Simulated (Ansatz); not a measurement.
One stationary structure of Au. Method: r2SCAN (plane waves to 500 eV, PAW, scalar-relativistic; Ansatz, a quantum-chemistry and plane-wave program).

```xyz
1
Lattice="0.0000 2.0620 2.0620 2.0620 0.0000 2.0620 2.0620 2.0620 0.0000" Properties=species:S:1:pos:R:3 pbc="T T T"
Au     2.0620     2.0620     2.0620
```

Task: Determine the symmetry and give the standard cell with its independent sites.

Result: Space group Fm-3m (No. 225); a = 4.1239 Å, b = 4.1239 Å, c = 4.1239 Å, α = 90.00°, β = 90.00°, γ = 90.00°

| atom | site | symmetry | x | y | z |
|---|---|---|---|---|---|
| Au | 4b | m-3m | 0.5000 | 0.5000 | 0.5000 |

This is the fcc (Cu type).

Task: Give the shortest distances between elements (the closest pairs, up to four, under 3.6 Å).

Result: Au–Au 2.92 Å.

| Item | Result |
|---|---|
| Volume per atom | 17.53 Å³ |
| Density | 18.65 g/cm³ |
| Band gap | zero (metallic) |

No spin polarisation in the result.

Measured for Au: a 4.062 Å (static lattice; corrected from measurement; as listed in Daniel Mejia-Rodriguez, S. B. Trickey, Phys. Rev. B (2018)). Computed minus measured — a: r2SCAN +1.5 %. The computed values are for a static lattice.

The run could not lose the symmetry of its start.
